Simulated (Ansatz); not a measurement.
A made-up structure of CH₂LiSi, doublet:

```json
{"atom": "Li1", "x (Å)": "-2.7759", "y (Å)": "0.3997", "z (Å)": "0.6246"}
{"atom": "C2", "x (Å)": "-0.9568", "y (Å)": "0.1348", "z (Å)": "0.2143"}
{"atom": "Si3", "x (Å)": "0.6987", "y (Å)": "-0.1009", "z (Å)": "-0.1574"}
{"atom": "H4", "x (Å)": "-0.7582", "y (Å)": "-0.0838", "z (Å)": "1.2324"}
{"atom": "H5", "x (Å)": "1.7694", "y (Å)": "0.9096", "z (Å)": "0.0740"}
```

It is relaxed with PBE-D4/def2-SVP and then PBE0-D4/def2-TZVP (Ansatz 0.2.0). Atoms count as bonded within 1.22 times the sum of their covalent radii (H–H: 0.88 Å). The end point is not checked to be a true minimum.

Task: Does its bonding change? (A judgement: the text doesn't fix the answer.)

Result: Computed: Yes. Formed: Li1–Si3; broken: none.

Where it ends: The first stage lowers the energy by 1.06 eV in 24 steps. It ends as CH₂LiSi ([Li]1[CH][SiH]1):
Li1  (-2.188, 0.007, -0.290)
C2  (-0.615, 0.249, 1.053)
Si3  (0.110, 0.590, -0.447)
H4  (-0.907, 0.210, 2.094)
H5  (1.578, 0.203, -0.422)
(Å)

Labels in which every atom is bracketed show which atoms are joined, not bond orders.

For scale, one of the runs: PBE0-D4/def2-TZVP relaxation, 94 basis functions, launched by `ansatz run in.yaml --threads 2 --pin off --events-out ev --progress --plain --max-ram 4352MiB`. Hardware: 2 CPU threads of an Arm Neoverse V1, shared host. Wall time about 23 s.
